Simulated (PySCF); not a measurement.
Hydrogen methyl disulfide, CH₄S₂, SMILES CSS, point group C1.

Force field and properties: B3LYP/def2-SVP (PySCF, grid level 2). Vibrational terms come from second-order perturbation theory with semi-diagonal cubic constants, by steps of ±0.6 along the normal coordinates of each isotopologue. The parent has the commonest isotopes.

Equilibrium geometry (Å):

```json
{"atom": "C1", "x": "-0.9201", "y": "0.0550", "z": "-0.5918"}
{"atom": "S2", "x": "0.7680", "y": "-0.3706", "z": "-1.1493"}
{"atom": "S3", "x": "1.7795", "y": "-0.6823", "z": "0.6551"}
{"atom": "H4", "x": "-0.9315", "y": "1.0048", "z": "-0.0380"}
{"atom": "H5", "x": "-1.5178", "y": "0.1656", "z": "-1.5108"}
{"atom": "H6", "x": "-1.3476", "y": "-0.7486", "z": "0.0239"}
{"atom": "H7", "x": "2.1827", "y": "0.5957", "z": "0.8865"}
```

An isotope shift is δ(isotopologue) − δ(parent), that is, the negative of the change in the averaged GIAO shielding; n counts bonds from the nearest label (0: the labelled atom itself). These are computed values; those of heavy atoms are rounded to 5 ppb, about the numerical noise. One-bond deuterium shifts of ¹³C at such levels come out too large, by a quarter to a half.

**Question.** What isotope shifts arise with ²H at 5?

**Answer.** 
| nucleus | n | 0 K (ppb) | 250 K (ppb) |
| --- | --- | --- | --- |
| H5 | 0 | -137 | -129 |
| C1 | 1 | -340 | -325 |
| S2 | 2 | -745 | -795 |
| H4 | 2 | -18 | -19 |
| H6 | 2 | -19 | -21 |
| S3 | 3 | -965 | -670 |
| H7 | 4 | -9 | -6 |

A mode lies under 250 cm⁻¹, where this perturbation treatment is rough. Internal rotors are held in one well.
